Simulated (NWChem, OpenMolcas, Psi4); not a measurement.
## How basis sets differ on C2H3Cl (SMILES C=CCl)

C2H3Cl has 6 atoms, charge 0, and is taken as a singlet. SMILES: `C=CCl`. The coordinates come from a PBE0-D4/def2-TZVP relaxation.

Quantity: the dipole moment, in D. The values are calculated.

Measured value to compare with: NIST CCCBDB gives the dipole moment of the gas as 1.45 D.

```
                           level          kind     program  value (D)  computed − measured
                       HF/STO-3G  Hartree–Fock  OpenMolcas       2.06                +0.61
                        HF/3-21G  Hartree–Fock  OpenMolcas       2.10                +0.65
                        HF/6-31G  Hartree–Fock      NWChem       2.10                +0.65
HF/6-31G** (spherical functions)  Hartree–Fock      NWChem       1.78                +0.33
                     HF/def2-SVP  Hartree–Fock      NWChem       1.60                +0.15
                    HF/def2-SVPD  Hartree–Fock        Psi4       1.68                +0.23
                    HF/def2-TZVP  Hartree–Fock      NWChem       1.60                +0.15
                      HF/pcseg-2  Hartree–Fock      NWChem       1.64                +0.19
```

Nearest: HF/def2-SVP (+0.15 D), HF/def2-TZVP (+0.15 D); farthest: HF/6-31G (+0.65 D). The measured dipole is a vibrational average, so differences of a few hundredths of a debye mean little. Magnitudes only. Sets without polarisation functions give poor dipoles. Without the sets that lack polarisation functions the rows with a basis span only 1.60 to 1.78 D.
